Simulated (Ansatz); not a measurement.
# BH₆NSi (SMILES BN[SiH3]): functionals against CCSD(T) at one geometry

An exercise on one series of results from a longer session: the logs are not shown, and one member is left open.

Program: Ansatz 0.2.0, Gaussian basis. Level of theory: single points in def2-TZVPP. These are calculated values, not measurements.

Correlated methods freeze the cores.

**Where the work starts**

SMILES `BN[SiH3]`, 9 atoms, charge 0, spin multiplicity 1.

Atoms are counted from 1 here; the program's logs count them from 0.

Bond lengths: B1–N2 1.369 Å, B1–H4 0.988 Å, B1–H5 1.187 Å, N2–Si3 1.654 Å, N2–H6 1.257 Å, Si3–H7 1.257 Å, Si3–H8 1.596 Å, Si3–H9 1.403 Å. Angles: N2–B1–H4 126.2°, N2–B1–H5 111.6°, H4–B1–H5 121.9°, B1–N2–Si3 136.3°, B1–N2–H6 109.4°, Si3–N2–H6 114.2°, N2–Si3–H7 112.7°, N2–Si3–H8 106.6°, N2–Si3–H9 107.5°, H7–Si3–H8 107.7°, H7–Si3–H9 122.5°, H8–Si3–H9 97.8°.

Geometry (Å):

```mol
BH6NSi
  3D, bonds by distance, orders not assigned

  9  8  0  0  0  0  0  0  0  0999 V2000
   -0.6799    0.7282   -1.1138 B   0  0
    0.0395    0.5030    0.0284 N   0  0
    0.6632   -0.8156    0.8091 Si  0  0
   -0.9626    0.0454   -1.7688 H   0  0
   -0.8322    1.8890   -1.3117 H   0  0
    0.3166    1.6026    0.5710 H   0  0
    1.8419   -1.0750    0.4561 H   0  0
   -0.2503   -2.0601    0.4040 H   0  0
    0.2819   -0.7287    2.1562 H   0  0
  1  2  8  0
  1  4  8  0
  1  5  8  0
  2  3  8  0
  2  6  8  0
  3  7  8  0
  3  8  8  0
  3  9  8  0
M  END
```

The first run:

The input, run/in.yaml:

```yaml
crystal:
  periodic: [false, false, false]
  atoms:
    - {symbol: B, position_ang: [-0.679900, 0.728200, -1.113800]}
    - {symbol: N, position_ang: [0.039500, 0.503000, 0.028400]}
    - {symbol: Si, position_ang: [0.663200, -0.815600, 0.809100]}
    - {symbol: H, position_ang: [-0.962600, 0.045400, -1.768800]}
    - {symbol: H, position_ang: [-0.832200, 1.889000, -1.311700]}
    - {symbol: H, position_ang: [0.316600, 1.602600, 0.571000]}
    - {symbol: H, position_ang: [1.841900, -1.075000, 0.456100]}
    - {symbol: H, position_ang: [-0.250300, -2.060100, 0.404000]}
    - {symbol: H, position_ang: [0.281900, -0.728700, 2.156200]}
basis:
  gaussian: {orbitals: def2-TZVPP}
correlation: {method: ccsd_t}
output: {forces: true}
```

Launch:

```bash
> ansatz run in.yaml --threads 4 --pin off --events-out ev --progress --plain --max-ram 5222MiB
```

Among the steps run: CCSD(T)/def2-TZVPP; PBE0-D4/def2-TZVPP; wB97M-V/def2-TZVPP; r2SCAN-D4/def2-TZVPP; PBE-D4/def2-TZVPP; CAM-B3LYP-D4/def2-TZVPP; r2SCAN0-D4/def2-TZVPP.

One of the session's tables, all rows but one given; the rest of the session is left out.

| method | RMS force component (eV/Å) | angle to CCSD(T) forces (°) | dipole (D) |
| --- | --- | --- | --- |
| CCSD(T) | 3.413 | reference | 1.87 |
| PBE0-D4 | ? | ? | ? |
| wB97M-V | 3.380 | 1.5 | 1.89 |
| r2SCAN-D4 | 3.380 | 1.9 | 1.85 |
| PBE-D4 | 3.358 | 2.6 | 1.86 |
| CAM-B3LYP-D4 | 3.387 | 2.2 | 1.87 |
| r2SCAN0-D4 | 3.427 | 2.6 | 1.84 |

Estimate the missing values for PBE0-D4.

**Answer.** RMS force component (eV/Å): 3.422; angle to CCSD(T) forces (°): 2.3; dipole (D): 1.85. In the column «RMS force component (eV/Å)» it lies between CCSD(T) (3.413) and r2SCAN0-D4 (3.427).

To keep in mind: CCSD(T) in triple zeta still lacks some correlation energy of the bonds, so part of these gaps is its own basis error and they don't rank the functionals.
